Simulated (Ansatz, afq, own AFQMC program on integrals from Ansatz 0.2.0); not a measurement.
# Atomization energy of B2H2, triplet

```xyz
4

B     0.0000    0.0000    0.6756
B     0.0000    0.0000   -0.9095
H     0.0000    1.0479    1.2540
H     0.0000   -1.0479    1.2540
```

Connectivity, by distances: BH2–B.

Atoms in their ground-state spins without spin–orbit coupling (mostly on UHF) minus the molecule (UHF), without zero-point energy. The geometry is a stationary point, not shown to be a minimum.

Basis cc-pVTZ. Only valence electrons are correlated. Integrals, coupled cluster, full CI and functionals: Ansatz 0.2.0; the random walks run on the same integrals in our own AFQMC program. The CISD trial takes its coefficients from CCSD amplitudes. Released means that phaseless walkers are propagated on without the constraint, phases kept. Error bars are statistical, one sigma. The errors of all members are added in quadrature.

No full CI on the walks' own integrals is used here; CCSDT(Q) serves as the reference and is uncertain by about the last step of the cluster series. Each member takes its own surest rung, up to full CI.

Errors are counted within cc-pVTZ, not against nature.

Cautions: B₂H₂ (triplet): lower spins were not checked, the ph-AFQMC/HF walk drifts between its halves (2.4 errors).

Reference (CCSDT(Q)): 1030.9 kJ/mol.

```json
{"level": "HF", "atomization energy (kJ/mol)": "888.3", "error against CCSDT(Q) (kJ/mol)": "-142.6"}
{"level": "MP2", "atomization energy (kJ/mol)": "1048.1", "error against CCSDT(Q) (kJ/mol)": "17.2"}
{"level": "CCSD", "atomization energy (kJ/mol)": "1018.0", "error against CCSDT(Q) (kJ/mol)": "-12.9"}
{"level": "CCSD(T)", "atomization energy (kJ/mol)": "1028.8", "error against CCSDT(Q) (kJ/mol)": "-2.1"}
{"level": "ph-AFQMC/HF", "atomization energy (kJ/mol)": "1052.2 ± 2.3", "error against CCSDT(Q) (kJ/mol)": "21.3 ± 2.3"}
{"level": "ph-AFQMC/CISD", "atomization energy (kJ/mol)": "1030.6 ± 0.4", "error against CCSDT(Q) (kJ/mol)": "-0.3 ± 0.4"}
{"level": "released AFQMC", "atomization energy (kJ/mol)": "1031.2 ± 0.5", "error against CCSDT(Q) (kJ/mol)": "0.3 ± 0.5"}
```

Correlation beyond CCSD(T) adds 2.1 kJ/mol. The perturbative (T) step is worth +10.7 kJ/mol.

A walk keeps the symmetry of its determinant, which the program's search chose and which needn't be the lowest solution, so a lower state of the same spin and another symmetry isn't excluded. Released energies are given only where the last usable release times agree within the noise; a slower fall can still hide under it.
